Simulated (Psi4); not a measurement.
# DLPNO-MP2/cc-pVDZ (density fitting, density fitting for correlation, pno convergence normal, sweep point 2) run of C3H4F2 (SMILES F/C=C\CF)

What is the energy change on altering one bond length of C3H4F2 at DLPNO-MP2/cc-pVDZ (density fitting, density fitting for correlation, pno convergence normal, sweep point 2)? 

Program for the calculation: Psi4 1.11.

## 1. The molecule

C3H4F2 has 9 atoms, charge 0, and is taken as a singlet. SMILES: `F/C=C\CF`. The coordinates come from a PBE0-D4/def2-TZVP relaxation. This is one conformer, not always the lowest.

Bond lengths: F1–C2 1.336 Å, C2–C3 1.320 Å, C3–C4 1.485 Å, C4–F5 1.387 Å, C2–H6 1.084 Å, C3–H7 1.084 Å, C4–H8 1.095 Å, C4–H9 1.091 Å. Some angles: F1–C2–C3 122.6°, C2–C3–C4 124.9°, C3–C4–F5 109.9°, F1–C2–H6 112.2°, C3–C2–H6 125.2°, C2–C3–H7 117.2°, C4–C3–H7 117.9°, C3–C4–H8 111.0°, C3–C4–H9 111.5°, F5–C4–H8 107.0°.

## 2. The energy at DLPNO-MP2/cc-pVDZ (density fitting, density fitting for correlation, pno convergence normal, sweep point 2)

File input.in:

```
memory 1600 MB

molecule mol {
  0 1
  F     -3.34727188     1.31562733    -1.44412870
  C     -1.43014473    -0.15835905    -2.17091737
  C      0.51003708    -0.67160866    -0.68842723
  C      0.83053463     0.29328549     1.92638681
  F      3.13052030     1.53332378     2.14238251
  H     -1.67977755    -0.86681737    -4.07595028
  H      1.96985051    -1.89218277    -1.44677432
  H      0.84999881    -1.25988041     3.29322572
  H     -0.66631743     1.61911734     2.43188855
  units bohr
  symmetry c1
}

set basis cc-pVDZ
set puream true
set scf_type df
set num_frozen_docc 5
set pno_convergence normal

energy("dlpno-mp2")
print_variables()
```

The run is started by

```console
psi4 -i input.in -o input.out -n 1
```

input.out:

```text
[...]
  Running in c1 symmetry.
[...]
  Nuclear repulsion =  168.442552202306160
[...]
  Multiplicity = 1
[...]
  Nalpha       = 20
  Nbeta        = 20
[...]
    Number of basis functions: 90
[...]
   @DF-RHF iter   1:  -314.71139034549367   -7.44826e-01   4.10600e-03 ADIIS/DIIS
[...]
    Orbital Energies [Eh]
    ---------------------
    Doubly Occupied:
       1A    -26.320294     2A    -26.273512     3A    -11.340909
       4A    -11.321809     5A    -11.250623     6A     -1.640406
       7A     -1.585349     8A     -1.093153     9A     -0.952922
      10A     -0.822758    11A     -0.754364    12A     -0.715835
      13A     -0.701809    14A     -0.690037    15A     -0.669453
      16A     -0.624942    17A     -0.590397    18A     -0.525937
      19A     -0.518620    20A     -0.388217
[...]
  @DF-RHF Final Energy:  -314.78811136466646
   => Energetics <=
    Nuclear Repulsion Energy =            168.4425522023061603
    One-Electron Energy =                -768.8986399072160793
    Two-Electron Energy =                 285.6679763402434560
    Total Energy =                       -314.7881113646664630
[...]
 Multipole Moments:
 ------------------------------------------------------------------------------------
     Multipole            Electronic (a.u.)      Nuclear  (a.u.)        Total (a.u.)
 ------------------------------------------------------------------------------------
 L = 1.  Multiply by 2.5417464519 to convert [e a0] to [Debye]
 Dipole X            :         -0.6891649            0.4028085           -0.2863564
 Dipole Y            :          2.4398133           -3.1846751           -0.7448618
 Dipole Z            :         -0.0553594           -0.2769026           -0.3322620
 Magnitude           :                                                    0.8644172
[...]
  @LMP2 iter   5:  -0.767754999261 -2.633e-07  8.909e-07
[...]
```

Wall time 3.6 s (1 thread of Intel Xeon Platinum 8488C (Sapphire Rapids), shared host); peak memory 0.32 GiB.

## 3. The distorted shape, same level

File job.inp:

```
memory 1600 mb

molecule {
  0 1
  F     -4.51506783     2.29204126    -0.83747938
  C     -2.59794067     0.81805488    -1.56426804
  C     -0.65775886     0.30480526    -0.08177790
  C     -0.33726131     1.26969942     2.53303614
  F      1.96272436     2.50973771     2.74903184
  H     -2.84757350     0.10959656    -3.46930095
  H      1.96985051    -1.89218277    -1.44677432
  H     -0.31779713    -0.28346648     3.89987505
  H     -1.83411337     2.59553127     3.03853788
  units bohr
  symmetry c1
}

set globals {
  basis cc-pVDZ
  puream true
  scf_type df
  num_frozen_docc 5
  pno_convergence normal
}

energy("dlpno-mp2")
```

The run is started by

```console
psi4 -n 1 job.inp job.out
```

job.out:

```text
[...]
  Running in c1 symmetry.
[...]
  Nuclear repulsion =  165.679718073180766
[...]
  Multiplicity = 1
[...]
  Nalpha       = 20
  Nbeta        = 20
[...]
    Number of basis functions: 90
[...]
   @DF-RHF iter   1:  -314.53354704803803   -9.05260e-01   4.12874e-03 ADIIS/DIIS
[...]
    Orbital Energies [Eh]
    ---------------------
    Doubly Occupied:
       1A    -26.333204     2A    -26.278089     3A    -11.354241
       4A    -11.336730     5A    -11.313303     6A     -1.652097
       7A     -1.589602     8A     -1.093986     9A     -0.963620
      10A     -0.816970    11A     -0.746752    12A     -0.721191
      13A     -0.712056    14A     -0.697423    15A     -0.677004
      16A     -0.613889    17A     -0.556342    18A     -0.535536
      19A     -0.416911    20A     -0.399285
[...]
  @DF-RHF Final Energy:  -314.63409503227507
   => Energetics <=
    Nuclear Repulsion Energy =            165.6797180731807657
    One-Electron Energy =                -763.0111650687554175
    Two-Electron Energy =                 282.6973519632995817
    Total Energy =                       -314.6340950322750700
[...]
 Multipole Moments:
 ------------------------------------------------------------------------------------
     Multipole            Electronic (a.u.)      Nuclear  (a.u.)        Total (a.u.)
 ------------------------------------------------------------------------------------
 L = 1.  Multiply by 2.5417464519 to convert [e a0] to [Debye]
 Dipole X            :         -1.4646421            0.9672659           -0.4973761
 Dipole Y            :          3.0974231           -3.6566275           -0.5592044
 Dipole Z            :          0.3674372           -0.5701282           -0.2026910
 Magnitude           :                                                    0.7753556
[...]
  @LMP2 iter   6:  -0.785719210783 -1.466e-08  2.621e-07
[...]
```

Wall time 3.6 s (1 thread of Intel Xeon Platinum 8488C (Sapphire Rapids), shared host); peak memory 0.32 GiB.

## 4. Summary of results

At DLPNO-MP2/cc-pVDZ (density fitting, density fitting for correlation, pno convergence normal, sweep point 2), 5 core orbitals frozen:

| quantity | value |
| --- | --- |
| first shape: total energy | -315.55589 Eh |
| first shape: HOMO energy (Hartree–Fock orbitals) | -10.56 eV |
| first shape: LUMO energy (Hartree–Fock orbitals) | 4.31 eV |
| first shape: HOMO–LUMO gap (Hartree–Fock orbitals) | 14.87 eV |
| first shape: correlation energy (5 core orbitals frozen) | -767.8 mEh |
| distorted shape: total energy | -315.41984 Eh |
| distorted shape: HOMO energy (Hartree–Fock orbitals) | -10.87 eV |
| distorted shape: LUMO energy (Hartree–Fock orbitals) | 1.27 eV |
| distorted shape: HOMO–LUMO gap (Hartree–Fock orbitals) | 12.13 eV |
| distorted shape: correlation energy (5 core orbitals frozen) | -785.7 mEh |
| energy change with the C3–H7 bond stretched from 1.084 to 1.951 Å | 3.702 eV |

In words: With the C3–H7 bond stretched from 1.084 to 1.951 Å the energy rises by 3.70 eV (357 kJ/mol). The first shape isn't relaxed at this level, so the change isn't measured from a minimum. A restricted reference can't describe the breaking bond well at this length.
